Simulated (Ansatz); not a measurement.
System: PH2, charge -1, multiplicity 1. Whether it binds its extra electron was not tested at this geometry. 
Structure (B3LYP-D3(BJ)/def2-TZVP (Ansatz, an electronic-structure program) minimum search):
SMILES: [PH2-]
```xyz
3

P      0.0006     0.0766     0.0893
H      1.0268    -0.5896    -0.6629
H     -1.0353    -0.5590    -0.6762
```
Charge -1, spin multiplicity 1.

Basis-set convergence of Hartree-Fock and CCSD(T) correlation energies (hartree) with Ansatz. Correlated levels leave the core frozen unless marked. No spin-orbit coupling. No relativistic terms. This anion needs diffuse functions, which these sets lack.

| basis | functions | E(HF) | E(corr, CCSD(T)) | rough core time |
|---|---|---|---|---|
| cc-pV(D+d)Z | 33 | -341.85637 | -0.16132 | under 20 s |
| cc-pV(T+d)Z | 67 | -341.87856 | -0.20664 | under 20 s |
| cc-pV(Q+d)Z | 124 | -341.88832 | -0.22031 | under 20 s |
| cc-pV(5+d)Z | 210 | … | … | 30 s |

### Question
Some entries are withheld; supply them.

### Answer

- cc-pV(5+d)Z, E(HF): -341.89059
- cc-pV(5+d)Z, E(corr, CCSD(T)): -0.22455
